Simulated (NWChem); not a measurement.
Correlation energy of butadiene (C4H6)

```
C
C 1 1.3403
H 2 1.0925 1 121.62
H 2 1.0947 3 117.11 1 180.00
H 1 1.0970 2 119.30 3 0.00
C 1 1.4547 5 116.36 2 180.00
C 6 1.3403 1 124.34 5 0.00
H 7 1.0925 6 121.62 1 180.00
H 7 1.0947 8 117.11 6 180.00
H 6 1.0970 7 119.30 8 0.00
```
Charge 0, spin multiplicity 1.

All runs are NWChem calculations. The geometry was optimised at PBE0/def2-SVP, a minimum by its harmonic frequencies. It is one conformer; others weren't searched.

Basis set: cc-pVDZ. Each correlation energy counts from its own Hartree-Fock reference.

The correlated methods keep 4 core orbitals frozen. Coupled-cluster values serve here as a point of comparison, not as the truth.

Question: For the correlation energy, RI-MP2 gives -535.2 mHa and MP2 gives -535.3 mHa. What do SCS-MP2, CR-CCSD[T], CR-CCSD(T) give?

Answer: SCS-MP2: -533.0 mHa; CR-CCSD[T]: -598.2 mHa; CR-CCSD(T): -597.8 mHa.
